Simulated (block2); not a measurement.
**BH2Cl (SMILES [H]B([H])Cl): a chain of runs**

Wanted: the energy (singlet BH2Cl, DMRG-CASCI(10 orbitals)/6-31G), then the vertical excitations (doublet BH2Cl+, DMRG-CASCI(10 orbitals)/6-31G) of BClH2. The job is set up through a Python script.

The results are computed with block2 0.5.4.

1 further run of the same task is left out (set aside as unsound or not needed).

## Step 1: The molecule

BH2Cl: 4 atoms, total charge 0, spin state singlet. SMILES: `[H]B([H])Cl`. The coordinates come from a GFN2-xTB relaxation.

Bond lengths: B1–Cl4 1.673 Å, B1–H2 1.172 Å, B1–H3 1.172 Å. Angles: H2–B1–Cl4 119.1°, H3–B1–Cl4 119.0°, H2–B1–H3 121.9°.

## Step 2: A single-point energy at DMRG-CASCI(10 orbitals)/6-31G (start occupation bias 0.2) (run 2)

Contents of run_dmrg.py:

```python
import numpy as np
from pyscf import gto, mcscf, mp, scf
from pyblock2._pyscf.ao2mo import integrals as itg
from pyblock2.driver.core import DMRGDriver, SymmetryTypes

geom = [
    ("B", (0.069310, 0.114420, -0.000410)),
    ("H", (1.240090, 0.070720, 0.015540)),
    ("H", (-0.512130, 1.131590, -0.018950)),
    ("Cl", (-0.797280, -1.316740, 0.003830)),
]
mol = gto.M(
    atom=geom,
    basis="6-31g",
    verbose=3,
)
print("basis functions                = %d" % (mol.nao))
mf = scf.RHF(mol)
mf.conv_tol = 1e-10
mf.max_cycle = 200
mf.kernel()
if not mf.converged:
    mf = mf.newton().run(mf.mo_coeff, mf.mo_occ)
print(f"SCF energy                     = {mf.e_tot:.10f}")
# natural orbitals of MP2 give a compact matrix product state
occ_no, mo = mcscf.addons.make_natural_orbitals(mp.MP2(mf, frozen=6).run())
mf.mo_coeff = mo
ncas, n_elec, spin, ecore, h1e, g2e, orb_sym = itg.get_rhf_integrals(mf, ncore=7, ncas=10, pg_symm=False, g2e_symm=1)
driver = DMRGDriver(scratch="./tmp", symm_type=SymmetryTypes.SU2, stack_mem=1500 << 20, n_threads=1)
# orbital ordering
idx = driver.orbital_reordering(h1e, g2e, method="fiedler")
print("orbital order:", idx.tolist())
h1e = h1e[np.ix_(idx, idx)]
g2e = g2e[np.ix_(idx, idx, idx, idx)]
orb_sym = np.array(orb_sym)[idx]
driver.initialize_system(n_sites=ncas, n_elec=n_elec, spin=spin, orb_sym=orb_sym)
mpo = driver.get_qc_mpo(h1e=h1e, g2e=g2e, ecore=ecore, iprint=0)
occs = np.array([1.8] * 5 + [0.2] * 5)[idx]
ket = driver.get_random_mps(tag="GS", bond_dim=10, nroots=1, occs=occs)
bond_dims = [10] * 2 + [20] * 2 + [37] * 2
noises = [0.0001] * 2 + [0.0001] * 2 + [1e-05] * 2 + [0]
thrds = [1e-08] * 6
e = driver.dmrg(mpo, ket, n_sweeps=12, tol=1e-05, bond_dims=bond_dims, noises=noises, thrds=thrds, iprint=1)
ms, dws, es = driver.get_dmrg_results()
print("discarded weight               = %.3e" % (dws[-1]))
print("E(final)                       = %.10f" % (e))
dm1 = driver.get_1pdm(ket)
print("NOONs                          =", np.round(np.linalg.eigvalsh(dm1)[::-1], 5).tolist())
c_act = mf.mo_coeff[:, 7:17][:, idx]
dm_ao = c_act @ dm1 @ c_act.T + 2 * mf.mo_coeff[:, :7] @ mf.mo_coeff[:, :7].T
print("dipole / D                     =", np.round(scf.hf.dip_moment(mol, dm_ao, verbose=0), 4).tolist())
print(f"largest bipartite entropy      = {max(driver.get_bipartite_entanglement(ket)):.4f}")
# exact diagonalisation in the same space
ci = mcscf.CASCI(mf, 10, (5, 5))
ci.fix_spin_(ss=0)
ci.fcisolver.conv_tol = 1e-10
ci.fcisolver.max_cycle = 200
ci.kernel()
print("FCI energy                     = %.10f" % (ci.e_tot))
```

Run with:

```bash
python run_dmrg.py
```

Log:

```text
basis functions                = 26
converged SCF energy = -485.307163937717
SCF energy                     = -485.3071639377
E(RMP2) = -485.401569142961  E_corr = -0.0944052052443908
E(SCS-RMP2) = -485.404454214953  E_corr = -0.0972902772364261
orbital order: [3, 6, 5, 4, 0, 1, 8, 2, 7, 9]

Sweep =    0 | Direction =  forward | Bond dimension =   10 | Noise =  1.00e-04 | Dav threshold =  1.00e-08
Time elapsed =      0.067 | E =    -485.3610517771 | DW = 8.47000e-05

Sweep =    1 | Direction = backward | Bond dimension =   10 | Noise =  1.00e-04 | Dav threshold =  1.00e-08
Time elapsed =      0.143 | E =    -485.3665265887 | DE = -5.47e-03 | DW = 3.84574e-04

Sweep =    2 | Direction =  forward | Bond dimension =   20 | Noise =  1.00e-04 | Dav threshold =  1.00e-08
Time elapsed =      0.252 | E =    -485.3707070241 | DE = -4.18e-03 | DW = 2.00352e-05

Sweep =    3 | Direction = backward | Bond dimension =   20 | Noise =  1.00e-04 | Dav threshold =  1.00e-08
Time elapsed =      0.378 | E =    -485.3732038471 | DE = -2.50e-03 | DW = 4.74145e-05

Sweep =    4 | Direction =  forward | Bond dimension =   37 | Noise =  1.00e-05 | Dav threshold =  1.00e-08
Time elapsed =      0.557 | E =    -485.3737705398 | DE = -5.67e-04 | DW = 4.31217e-06

Sweep =    5 | Direction = backward | Bond dimension =   37 | Noise =  1.00e-05 | Dav threshold =  1.00e-08
Time elapsed =      0.780 | E =    -485.3739020701 | DE = -1.32e-04 | DW = 8.92844e-06

Sweep =    6 | Direction =  forward | Bond dimension =   37 | Noise =  0.00e+00 | Dav threshold =  1.00e-06
Time elapsed =      0.992 | E =    -485.3739356683 | DE = -3.36e-05 | DW = 9.73823e-06

Sweep =    7 | Direction = backward | Bond dimension =   37 | Noise =  0.00e+00 | Dav threshold =  1.00e-06
Time elapsed =      1.195 | E =    -485.3739356810 | DE = -1.26e-08 | DW = 9.71061e-06

discarded weight               = 9.711e-06
E(final)                       = -485.3739356810
NOONs                          = [1.99144, 1.98489, 1.98326, 1.97973, 1.97967, 0.02078, 0.01819, 0.01811, 0.01662, 0.0073]
dipole / D                     = [0.5399, 0.8914, -0.0028]
largest bipartite entropy      = 0.1408
CASCI E = -485.373993187842  E(CI) = -21.1810245096777  S^2 = 0.0000000
FCI energy                     = -485.3739931878
```

It took 3.3 s on 1 thread of Arm Neoverse V1, shared host; peak memory 0.25 GiB.

## Step 3: The doublet cation: the vertical excitations at DMRG-CASCI(10 orbitals)/6-31G (3 roots, start occupation bias 0.2) (run 6)

Contents of dmrg.py:

```python
import numpy as np
from pyscf import gto, mcscf, mp, scf
from pyblock2._pyscf.ao2mo import integrals as itg
from pyblock2.driver.core import DMRGDriver, SymmetryTypes

geom = """
B
H 1 1.171704
H 1 1.171773 2 121.89775
Cl 1 1.673086 2 119.05265 3 -179.98298
"""
mol = gto.M(
    atom=geom,
    basis="6-31g",
    charge=1,
    spin=1,
    verbose=3,
)
print("nao = %d" % (mol.nao))
mf = scf.ROHF(mol)
mf.conv_tol = 1e-10
mf.max_cycle = 200
mf.kernel()
if not mf.converged:
    mf = mf.newton().run(mf.mo_coeff, mf.mo_occ)
print(f"SCF energy = {mf.e_tot:.10f}")
occ_no, mo = mcscf.addons.make_natural_orbitals(mp.MP2(mf.to_uhf(), frozen=6).run())
mf.mo_coeff = mo
ncas, n_elec, spin, ecore, h1e, g2e, orb_sym = itg.get_rhf_integrals(mf, ncore=7, ncas=10, pg_symm=False, g2e_symm=1)
driver = DMRGDriver(scratch="./tmp", symm_type=SymmetryTypes.SU2, stack_mem=1500 << 20, n_threads=1)
idx = driver.orbital_reordering(h1e, g2e, method="fiedler")
print("orbital order:", idx.tolist())
h1e = h1e[np.ix_(idx, idx)]
g2e = g2e[np.ix_(idx, idx, idx, idx)]
orb_sym = np.array(orb_sym)[idx]
driver.initialize_system(n_sites=ncas, n_elec=n_elec, spin=spin, orb_sym=orb_sym)
mpo = driver.get_qc_mpo(h1e=h1e, g2e=g2e, ecore=ecore, iprint=0)
occs = np.array([1.8] * 4 + [1.0] * 1 + [0.2] * 5)[idx]
ket = driver.get_random_mps(tag="GS", bond_dim=25, nroots=3, occs=occs)
bond_dims = [25] * 3 + [50] * 3 + [100] * 2
noises = [0.0001] * 3 + [0.0001] * 3 + [1e-05] * 2 + [0]
thrds = [1e-08] * 8
e = driver.dmrg(mpo, ket, n_sweeps=14, tol=1e-06, bond_dims=bond_dims, noises=noises, thrds=thrds, iprint=1)
ms, dws, es = driver.get_dmrg_results()
print("DW = %.3e" % (dws[-1]))
print("state energies =", np.round(e, 9).tolist())
print("vertical gaps / eV =", np.round((np.array(e[1:]) - e[0]) * 27.211386, 4).tolist())
ket = driver.split_mps(ket, 0, "GS0")
print(f"total energy = {e[0]:.10f}")
dm1 = driver.get_1pdm(ket)
print("natural occupations =", np.round(np.linalg.eigvalsh(dm1)[::-1], 5).tolist())
c_act = mf.mo_coeff[:, 7:17][:, idx]
dm_ao = c_act @ dm1 @ c_act.T + 2 * mf.mo_coeff[:, :7] @ mf.mo_coeff[:, :7].T
print("dipole / D =", np.round(scf.hf.dip_moment(mol, dm_ao, verbose=0), 4).tolist())
ci = mcscf.CASCI(mf, 10, (5, 4))
ci.fix_spin_(ss=0.75)
ci.fcisolver.conv_tol = 1e-10
ci.fcisolver.max_cycle = 200
ci.kernel()
print("exact diagonalisation = %.10f" % (ci.e_tot))
```

Run with:

```bash
python dmrg.py
```

Log:

```text
nao = 26
converged SCF energy = -484.903873155287
SCF energy = -484.9038731553
E(UMP2) = -484.986851184887  E_corr = -0.082978029599043
E(SCS-UMP2) = -484.989509330012  E_corr = -0.0856361747249433
orbital order: [7, 8, 3, 2, 5, 1, 4, 6, 0, 9]

Sweep =    0 | Direction =  forward | Bond dimension =   25 | Noise =  1.00e-04 | Dav threshold =  1.00e-08
Time elapsed =      0.315 | E[  3] =    -484.9570672095   -484.8880998240   -484.8030590805 | DW = 8.38884e-05

Sweep =    1 | Direction = backward | Bond dimension =   25 | Noise =  1.00e-04 | Dav threshold =  1.00e-08
Time elapsed =      0.564 | E[  3] =    -484.9620468773   -484.8946400655   -484.8162977774 | DE = -1.32e-02 | DW = 1.29532e-03

Sweep =    2 | Direction =  forward | Bond dimension =   25 | Noise =  1.00e-04 | Dav threshold =  1.00e-08
Time elapsed =      0.810 | E[  3] =    -484.9664468063   -484.8997928277   -484.8202629119 | DE = -3.97e-03 | DW = 4.08751e-04

Sweep =    3 | Direction = backward | Bond dimension =   50 | Noise =  1.00e-04 | Dav threshold =  1.00e-08
Time elapsed =      1.221 | E[  3] =    -484.9694427294   -484.9019121583   -484.8231370154 | DE = -2.87e-03 | DW = 2.02106e-04

Sweep =    4 | Direction =  forward | Bond dimension =   50 | Noise =  1.00e-04 | Dav threshold =  1.00e-08
Time elapsed =      1.870 | E[  3] =    -484.9701574575   -484.9026488353   -484.8237068944 | DE = -5.70e-04 | DW = 7.73850e-05

Sweep =    5 | Direction = backward | Bond dimension =   50 | Noise =  1.00e-04 | Dav threshold =  1.00e-08
Time elapsed =      2.462 | E[  3] =    -484.9702351977   -484.9028986947   -484.8237998761 | DE = -9.30e-05 | DW = 3.81639e-04

Sweep =    6 | Direction =  forward | Bond dimension =  100 | Noise =  1.00e-05 | Dav threshold =  1.00e-08
Time elapsed =      3.571 | E[  3] =    -484.9708300333   -484.9072847695   -484.8240766414 | DE = -2.77e-04 | DW = 7.88822e-06

Sweep =    7 | Direction = backward | Bond dimension =  100 | Noise =  1.00e-05 | Dav threshold =  1.00e-08
Time elapsed =      5.119 | E[  3] =    -484.9708521049   -484.9073098581   -484.8241006866 | DE = -2.40e-05 | DW = 3.66557e-05

Sweep =    8 | Direction =  forward | Bond dimension =  100 | Noise =  0.00e+00 | Dav threshold =  1.00e-07
Time elapsed =      6.355 | E[  3] =    -484.9708499589   -484.9073749361   -484.8241017498 | DE = -1.06e-06 | DW = 7.72496e-06

Sweep =    9 | Direction = backward | Bond dimension =  100 | Noise =  0.00e+00 | Dav threshold =  1.00e-07
Time elapsed =      7.535 | E[  3] =    -484.9708499934   -484.9073748800   -484.8241019325 | DE = -1.83e-07 | DW = 3.64339e-05

DW = 3.643e-05
state energies = [-484.970849993, -484.90737488, -484.824101933]
vertical gaps / eV = [1.7272, 3.9932]
total energy = -484.9708499934
natural occupations = [1.98291, 1.98262, 1.9729, 1.96828, 1.01468, 0.02377, 0.01885, 0.01764, 0.01713, 0.00123]
dipole / D = [-1.5977, -0.0009, -2.8759]
CASCI E = -484.970877873814  E(CI) = -20.7929366087478  S^2 = 0.7500000
exact diagonalisation = -484.9708778738
```

Wall time 9.9 s (1 thread of Arm Neoverse V1, shared host); peak memory 0.27 GiB.

The roots found:

```csv
excited state,energy (eV)
1,1.727
2,3.993
```

## Step 4: Summary of results

| quantity | value |
| --- | --- |
| run 2, DMRG-CASCI(10 orbitals)/6-31G: total energy | -485.37394 Eh |
| run 2, DMRG-CASCI(10 orbitals)/6-31G: dipole moment (of the density that the program reports) | 1.04 D |
| doublet cation: energy of the lowest of 3 roots | -484.97085 Eh |
| doublet cation: lowest excitation energy within this active space | 1.73 eV |
